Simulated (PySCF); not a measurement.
**B₂H, quartet in 6-31G: errors against full CI**

Geometry: that of the B2H, doublet, kept fixed.

```json
{"atom": "B", "x (Å)": "0.0000", "y (Å)": "0.0000", "z (Å)": "0.1151"}
{"atom": "B", "x (Å)": "0.0000", "y (Å)": "0.0000", "z (Å)": "-1.4076"}
{"atom": "H", "x (Å)": "0.0000", "y (Å)": "0.0000", "z (Å)": "1.2925"}
```

Basis 6-31G; PySCF 2.14.0. Only valence electrons are correlated (noble-gas cores frozen), which leaves 7 electrons in 18 orbitals. Prefix R: restricted or restricted open-shell reference; prefix U: unrestricted.

Full CI is exact within this basis and frozen core; it isn't the basis-set limit. The frozen core follows each run's orbitals, which can shift R against U totals by a few meV.

```
UHF ⟨S²⟩                          : 3.755
T1 diagnostic (ROHF- or RHF-based CCSD)             : 0.0214
largest doubles amplitude (ROHF- or RHF-based CCSD) : 0.097
T1 diagnostic (UCCSD)             : 0.0173
```

| level | E − E(RHF) (eV) |
| --- | --- |
| UHF | -0.0399 |
| RMP2 | -1.7639 |
| UMP2 | -1.7750 |
| RCCSD | -2.3237 |
| UCCSD | -2.3247 |
| RCCSD(T) | -2.3770 |
| UCCSD(T) | -2.3777 |

(1) Estimate how far full CI in 6-31G lies from RCCSD(T). The table doesn't fix it; the size of (T) and the diagnostics are the guide.

(1) Full CI in 6-31G lies 23 meV below RCCSD(T), which is 44 % of the (T) step (-53 meV). The diagnostics give no warning, yet the rest is a sizeable part of (T).

The other levels:

| level | E − E(full CI) (meV) | share of correlation (%) | wall time |
| --- | --- | --- | --- |
| RCCSDT | 6 | 99.77 | 2.5 s |
| UCCSDT | 5 | 99.79 | 2.5 s |

The correlation energy at full CI, counted from RHF, is -2.400 eV. Full CI, over all symmetries tried, took 8.9 s on 1 thread of Arm Neoverse V1, shared host; the state has 331,072 determinants.

Times are those of the correlated step on a shared host, with one SCF added for the restricted CCSD run; they ran on 1 thread of Arm Neoverse V1.

The full-CI state has the irrep A2 of C2v, in the program's axes (one component, if the state is degenerate).

Natural occupations of full CI about the gap: 1.966 1.957 0.994 0.978 0.978 0.031 0.031 0.028 0.013 0.006; effectively unpaired electrons, Σ n²(2−n)², 3.02.
